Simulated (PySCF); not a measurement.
**Name the molecule from its bond curve**

A diatomic of charge +1 contains C. Its quartet curve at PBE0 in a triple-zeta basis (no relativity, PySCF), in eV from the separated fragments:

R (Å), E (eV) and a bar:
```
    1.565     -2.773 ##########################
    1.638     -3.360 ###########
    1.711     -3.683 ####
    1.765     -3.797 #
    1.820     -3.827 
    1.875     -3.794 #
    1.947     -3.675 ####
    2.038     -3.445 #########
    2.148     -3.102 ##################
    2.293     -2.600 ##############################
```

The fit gives ωe = 842 cm⁻¹ and the rotational constant Bₑ = 0.6085 cm⁻¹.

Problem. Which atom is the partner?

Solution. The minimum lies at 1.816 Å, so the reduced mass is 16.8576 u Å² cm⁻¹/(Bₑ·Re²) = 8.400 u. With C at 12.00 u the partner weighs about 28.0 u: Si. The molecule is SiC⁺.

The state was picked by a PBE0 search and need not be the measured ground state.
